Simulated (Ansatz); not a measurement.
# How far each method lies from UCCSDT(Q) for [Cl···H···F], doublet

Geometry: a point of a hydrogen-transfer path between rigid fragments, not a stationary point.

```xyz
3

Cl    0.0000    0.0000   -1.3569
H     0.0000    0.0000   -0.0781
F     0.0000    0.0000    1.4351
```

Basis cc-pVTZ; Ansatz 0.2.0. Correlated methods freeze the noble-gas cores, which leaves 15 electrons in 72 orbitals. Prefix R: restricted or restricted open-shell reference; prefix U: unrestricted.

Full CI isn't at hand for all of this; UCCSDT(Q) serves as the reference, and is uncertain by the last step of the cluster series or more. The frozen core follows each run's orbitals, which can shift R against U totals by a few meV.

HF rows: RHF is the determinant under the cluster runs, UHF is the lowest solution found. Coupled cluster chose its determinant by a search with trial CCSD, here up to 0.07 eV above the lowest Hartree–Fock solution of its kind.

The UHF ⟨S²⟩ is 0.754, the ⟨S²⟩ of the determinant under UCCSD is 0.759 and the T1 diagnostic (RCCSD) is 0.0206. The largest doubles amplitude (RCCSD) is 0.040. The T1 diagnostic (UCCSD) is 0.0157.

Question: From what is known of these methods and the diagnostics, rank them by the size of their error in total energy against UCCSDT(Q) in cc-pVTZ, smallest first (an estimate: the text doesn't fix the numbers).
A. RCCSDT(Q)
B. RCCSDT
C. BCCD(T)
D. RHF
E. UCCSD

Answer: A (0.04 kcal/mol), B (0.33 kcal/mol), C (0.82 kcal/mol), E (8.72 kcal/mol), D (289.94 kcal/mol).

All errors are against UCCSDT(Q) in cc-pVTZ. Within each family the higher level lies nearer, as is usual though not guaranteed.
